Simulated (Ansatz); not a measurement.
Reading a saddle point

A first-order saddle point of CH$_{6}$BN, singlet, PBE0-D4/def2-TZVP, with one imaginary mode of 1370i cm⁻¹:

```csv
atom,x (Å),y (Å),z (Å)
B1,-0.6257,-0.0681,-0.5555
C2,0.4271,0.5740,0.7641
N3,-0.0975,-1.2251,-0.9727
H4,0.5451,-0.5151,0.0647
H5,-1.5287,0.6974,-0.7269
H6,1.3470,0.1631,1.2084
H7,0.6864,1.5460,0.3478
H8,-0.3014,0.6550,1.5691
H9,-0.4524,-1.8273,-1.6991
```

Program: Ansatz 0.2.0. Basis: def2-TZVPP and def2-QZVPP. Cores are frozen in the correlated methods. Extrapolation: Hartree–Fock as exp(−7.88 √X), correlation as X^−2.97.

**Question.** Which contacts change along the imaginary mode, and what lies on either side? (A judgement: the text doesn't fix the answer.)

**Answer.** By the calculation: The step is CH₆BN ([CH3][BH][NH2]) → BNH₂ ([BH][NH]) + CH₄, with the molecules in contact on both sides. Shortening one way: C2–H4; lengthening the same way: B1–C2, N3–H4.
```json
{"pair": "C2–H4", "one side (Å)": "2.81", "saddle (Å)": "1.30", "other side (Å)": "1.09"}
{"pair": "B1–C2", "one side (Å)": "1.57", "saddle (Å)": "1.81", "other side (Å)": "3.66"}
{"pair": "N3–H4", "one side (Å)": "1.01", "saddle (Å)": "1.41", "other side (Å)": "3.26"}
```

**Question.** Which side is lower, and how far does the saddle lie above each? (To be estimated.)

**Answer.** By the calculation: The side with B1–C2, N3–H4 short is lower by 132.8 kJ/mol; the saddle lies 340.9 kJ/mol above it and 208.2 kJ/mol above the other (CCSD(T) at an estimated basis limit (MP2 extrapolated from triple and quadruple zeta, plus CCSD(T) − MP2 in triple zeta); electronic energies).

No T1 diagnostic of these runs exceeds 0.015.

Labels in which every atom is bracketed show which atoms are joined, not bond orders.

For scale, one of the runs: CCSD(T)/def2-TZVPP, 177 basis functions, launched by `ansatz run in.yaml --threads 2 --pin off --events-out ev --progress --plain --max-ram 4352MiB`. The run took 16 s on 2 CPU threads of an Intel Xeon Platinum 8488C (shared host), with 1.7 GiB of host memory at its peak.
